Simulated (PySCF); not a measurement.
**Computed NMR parameters against published values**

Cartesian coordinates in Å; atom numbers follow the order of the lines, from 1:
```xyz
12

O     1.5740   -0.2641   -1.1659
C     1.2571   -0.1624   -0.0089
O     2.1546   -0.2240    0.9897
C    -0.1157    0.0395    0.4985
C    -1.2455   -0.6033   -0.2708
C    -1.0552    0.8669   -0.3467
H     3.0449   -0.3562    0.6278
H    -0.1821    0.1038    1.5752
H    -0.9669   -1.1919   -1.1315
H    -2.0721   -1.0008    0.2975
H    -0.6468    1.2739   -1.2590
H    -1.7449    1.5177    0.1680
```

What is known from experiment: δ 13C C4 12.7; C5/C6 8.9; δ 1H H8 1.59 ppm (measured; solution, not stated per compound (mostly CDCl3 or CCl4); Pretsch, Buehlmann, Badertscher, Structure Determination of Organic Compounds, 4th ed. (2009)). Coupling constants: 3J(H8,H10) (cis) 8.0 Hz, 3J(H8,H9) (trans) 4.6 Hz, 2J(H9,H10) -4.0 Hz, 1J(C4,C5) 10.1 Hz, 1J(C4,C2) 72.5 Hz.

PySCF 2.14 calculation with shieldings: GIAO PBE0/pcSseg-1, GFN2-xTB geometry and J: B3LYP/pcJ-1 (without the spin–dipole term); a single conformation, gas phase, no relativistic terms, rapidly exchanging positions averaged.

(1) What does the calculation give, and how does it compare?

(2) How far are the unscaled 13C shifts from the references?

Answers

(1) 
Reference values: measured (solution, not stated per compound (mostly CDCl3 or CCl4); Pretsch, Buehlmann, Badertscher, Structure Determination of Organic Compounds, 4th ed. (2009)).
```json
{"atoms": "C4", "quantity": "δ 13C", "reference": "12.7", "computed": "13.6", "computed, scaled": "11.1"}
{"atoms": "C5/C6", "quantity": "δ 13C", "reference": "8.9", "computed": "11.8", "computed, scaled": "9.3"}
{"atoms": "H8", "quantity": "δ 1H", "reference": "1.59", "computed": "1.65", "computed, scaled": "1.64"}
```

Computed shifts are σ(ref) − σ with the named reference compound (TMS for H and C) calculated as an isolated molecule at the same level. The measured values may be among those fitted. Empirical linear scaling, fitted to shifts measured mostly in CDCl3 for H and C (δ vs TMS): 13C (scatter 2.1 ppm rms, 2.3 ppm with the 13 outliers that the fit left out); 1H (scatter 0.17 ppm rms, 0.18 ppm with the 4 outliers that the fit left out). Occasional misses reach two or three times the rms, and more in compound classes unlike the fitted ones. H not on carbon is unscaled (vs computed TMS).

Coupling constants in Hz:
```tsv
coupling	reference	computed	source
3J(H8,H10) cis	8.0	9.0	measured; solution (compiled); Pretsch, Buehlmann, Badertscher, Structure Determination of Organic Compounds, 4th ed., Springer 2009
3J(H8,H9) trans	4.6	5.2	measured; solution (compiled); Pretsch, Buehlmann, Badertscher, Structure Determination of Organic Compounds, 4th ed., Springer 2009
2J(H9,H10)	-4.0	-5.5	measured; solution (compiled); Pretsch, Buehlmann, Badertscher, Structure Determination of Organic Compounds, 4th ed., Springer 2009
1J(C4,C5)	10.1	13.4	measured; liquid or solution; F. J. Weigert, PhD thesis, Caltech 1968 (Carbon-13 magnetic resonance spectroscopy)
1J(C4,C2)	72.5	79.8	measured; liquid or solution; F. J. Weigert, PhD thesis, Caltech 1968 (Carbon-13 magnetic resonance spectroscopy)
```

(2) Mean signed difference +1.90 ppm, mean absolute 1.90 ppm over 2 comparisons; the largest is +2.9 ppm at C5/C6 (three-membered-ring carbon).

8 of the 13 published NMR values on file for this molecule are compared.

Unscaled 3J(H,H) at this level run about 10 % above measured values.
